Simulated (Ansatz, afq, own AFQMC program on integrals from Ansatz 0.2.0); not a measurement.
## GeH$_{5}$O, doublet: AFQMC among the cluster methods

```yaml
atoms:
  - { symbol: O, position_ang: [-2.2771, -0.0100, 0.0000] }
  - { symbol: H, position_ang: [-2.5265, 0.9166, 0.0000] }
  - { symbol: H, position_ang: [-1.2321, -0.0100, 0.0000] }
  - { symbol: Ge, position_ang: [0.5129, -0.0100, 0.0000] }
  - { symbol: H, position_ang: [0.9815, -1.4759, 0.0000] }
  - { symbol: H, position_ang: [0.9815, 0.7230, -1.2695] }
  - { symbol: H, position_ang: [0.9815, 0.7230, 1.2695] }
```

Basis cc-pVDZ. Noble-gas cores (and the filled d shells of Ga–Kr and In–Xe) are frozen. AFQMC by an in-house program on the Cholesky factors that Ansatz 0.2.0 writes for its CCSD(T) run. ph-AFQMC/CISD is guided by a CISD state made of CCSD amplitudes; releasing the constraint for a short imaginary time cuts its bias at the price of noise, slowly where states lie close. ± is one standard error of the sampling. No spin–orbit coupling.

Determinant: UHF, the one that the program's search chose, which needn't be the lowest solution. The geometry is a point of a scan.

No full CI on the walks' own integrals is used here; CCSDT(Q) serves as the reference and is uncertain by about the last step of the cluster series.

Cautions: no relativity below Rb; no spin-orbit coupling; inner d shell frozen.

- T1 diagnostic: 0.0126
- weight of the determinant in the CISD state: 0.877
- ⟨S²⟩ of the determinant: 0.765
- size of the correlated space: 15 electrons in 51 orbitals

Reference: CCSDT(Q), correlation energy -9.449 eV. The released energy is read at 1.50 1/Eh (meV from the phaseless value at times in 1/Eh: -9 ± 4 at 0.24, -8 ± 3 at 0.51, -10 ± 3 at 0.99, -10 ± 6 at 1.50).

| level | E − E(reference) (kJ/mol) | share of correlation (%) |
| --- | --- | --- |
| HF | 911.7 | 0.00 |
| MP2 | 111.9 | 87.73 |
| CCSD | 21.4 | 97.65 |
| CCSD(T) | 3.9 | 99.57 |
| CCSDT | 1.8 | 99.81 |
| ph-AFQMC/HF | 2.5 ± 2.9 | 99.73 |
| ph-AFQMC/CISD | 0.9 ± 0.6 | 99.90 |
| released AFQMC | -0.1 ± 0.6 | 100.01 |

A walk keeps the symmetry of its determinant, which the program's search chose and which needn't be the lowest solution, so a lower state of the same spin and another symmetry isn't excluded. Released energies are given only where the last usable release times agree within the noise; a slower fall can still hide under it.
